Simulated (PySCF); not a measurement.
Identify the unknown among the candidates.

All candidates are C4H7FS.

* 1H NMR: chemical shifts (computed TMS as zero) by class: 5.98 (1 H), 3.39 (1 H), 3.27 (1 H), 3.02 (1 H), 1.16 (3 H) ppm [GIAO PBE0/pcSseg-1]
* Dipole: 2.56 D [PBE0/def2-SVPD]
* UV, first state: lowest singlet excitation: 4.97 eV (249 nm, f = 0.001) [TDDFT PBE0/def2-SVPD]
* 13C NMR: chemical shifts (computed TMS as zero) by class: 103.9 (1 C), 43.9 (1 C), 35.4 (1 C), 17.4 (1 C) ppm [GIAO PBE0/pcSseg-1]
* Rotational structure: rotational constants A, B, C: 4.224, 2.777, 1.902 GHz [GFN2-xTB]
* NMR, other nuclei: isotropic shieldings of nuclei other than C and H, by class: 357 (1 F), 443 (1 S) ppm [GIAO PBE0/pcSseg-1]
* Triplet: lowest triplet excitation (Tamm–Dancoff): 4.46 eV [TDA PBE0/def2-SVPD]
* Polarisability: 66.8 au [PBE0/def2-SVPD]

Gas-phase values; electronic properties from PySCF, density fitting. Levels stand in brackets. Isolated species at its GFN2-xTB geometry (one conformer only). NMR classes are plain means over equivalent atoms (diastereotopic ones count apart unless rotation or inversion swaps them), as if these changed places fast.

Question: Which candidate is it?
A. `C[C@@H]1CS[C@@H]1F`
B. `CC[C@@H]1S[C@H]1F`
C. `CC[C@@H](F)C=S`
D. `F[C@@H]1CCSC1`

Answer: A. It is `C[C@@H]1CS[C@@H]1F`. Numbering: `[CH3:1][C@@H:2]1[CH2:3][S:4][C@@H:5]1[F:6]`. Its formula, C4H7FS, gives 1 degree of unsaturation: 1 ring and 0 π bonds in the structure found. 4 carbons fall into 4 classes; from least to most shielded: sp3 C–F carbon [C5] (103.9 ppm), four-membered-ring carbon [C2] (43.9 ppm), ring sp3 carbon bound to sulfur [C3] (35.4 ppm), methyl carbon [C1] (17.4 ppm). Hydrogen classes from least to most shielded: 1 H on an sp3 C–F carbon, C5 (5.98 ppm), 1 H on a four-membered-ring carbon, C2 (3.39 ppm), 1 H on an sp3 carbon bound to sulfur, C3 (3.27 ppm), 1 H on an sp3 carbon bound to sulfur, C3 (3.02 ppm), 3 H on a methyl carbon, C1 (1.16 ppm, a mean of values up to 0.9 ppm apart in this geometry). The other shieldings belong to: 357 ppm, alkyl fluorine [F6]; 443 ppm, sulfide sulfur [S4]. The optimised geometry has point group C1 and is an asymmetric top.

The others, at the same levels:
- `F[C@@H]1CCSC1` fails: its computed 13C shifts are 98.3 (1 C), 37.9 (1 C), 37.6 (1 C), 29.5 (1 C) ppm, 1H shifts are 5.15 (1 H), 3.06 (1 H), 3.00 (1 H), 2.86 (1 H), 2.73 (1 H), 2.27 (1 H), 2.00 (1 H) ppm and rotational constant A is 5.554 GHz (against 4.224 GHz).
- `CC[C@@H](F)C=S` fails: its computed 13C shifts are 276.3 (1 C), 111.1 (1 C), 39.2 (1 C), 13.9 (1 C) ppm, 1H shifts are 12.20 (1 H), 5.17 (1 H), 1.93 (1 H), 1.93 (1 H), 1.29 (3 H) ppm and rotational constant A is 4.976 GHz (against 4.224 GHz).
- `CC[C@@H]1S[C@H]1F` fails: its computed 13C shifts are 92.0 (1 C), 42.5 (1 C), 33.7 (1 C), 15.8 (1 C) ppm, 1H shifts are 5.67 (1 H), 2.91 (1 H), 2.14 (1 H), 1.22 (3 H), 0.68 (1 H) ppm and static isotropic polarisability is 68.4 au (against 66.8 au).

Each candidate is one conformer, not necessarily the lowest. The conformers computed, where there is a choice (atom-mapped SMILES and torsion angles):
- `[CH3:1][CH2:2][C@@H:3]([F:4])[CH:5]=[S:6]`: C1–C2–C3–F4 66°, C2–C3–C5–S6 65°
- `[CH3:1][CH2:2][C@@H:3]1[S:4][C@H:5]1[F:6]`: C1–C2–C3–S4 162°

The conformers of `F[C@@H]1CCSC1` aren't listed.
